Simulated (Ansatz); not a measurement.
# Competing steps

Reactants: SiNH₄Cl ([NH2][SiH2][Cl]) (brackets give SMILES or just the links). Saddle points were found for several chosen steps; others may exist. Gas-phase electronic energies, without zero-point energy, by CCSD(T) at an estimated basis limit (MP2 extrapolated from triple and quadruple zeta, plus CCSD(T) − MP2 in triple zeta); Ansatz 0.2.0, def2-TZVPP and QZVPP, frozen cores, on PBE0-D4/def2-TZVP structures. Extrapolation: Hartree–Fock as exp(−7.88 √X), correlation as X^−2.97. No counterpoise correction.

**Question.** Rank the steps by the energy of their saddle points, lowest first, and give each saddle's height above the lowest. (An estimate is asked for; the value comes from the calculation.)
A. 1,2-elimination, to SiNH₃ ([NH][SiH2]) + HCl (breaks or loosens Cl–Si, H–N; forms Cl–H)
B. 1,2-elimination, to SiNH₂Cl ([NH][SiH][Cl]) + H₂ (breaks or loosens H–N, H–Si; forms H–H)

**Answer.** Computed: A (0.0 kJ/mol), B (34.4 kJ/mol). Heights count from the lowest.

The lowest of these saddles lies at 306.5 kJ/mol relative to the reactant.

**Question.** Does the lowest of these saddles lead to the lowest end structure (the products still in contact)? (A judgement: the text doesn't fix the answer.)

**Answer.** The calculation gives: No: the step over a higher saddle ends lower. Relative to the reactant, the ends lie at 296.1 (SiNH₃ ([NH][SiH2]) + HCl); 251.0 (SiNH₂Cl ([NH][SiH][Cl]) + H₂) kJ/mol.

T1 diagnostic: at most 0.016.

For scale, one of the runs: CCSD(T)/def2-TZVPP, 171 basis functions, launched by `ansatz run in.yaml --threads 2 --pin off --events-out ev --progress --plain --max-ram 4352MiB`. Hardware: 2 CPU threads of an Arm Neoverse V2, shared host. Wall time 26 s; peak host memory 1.4 GiB.
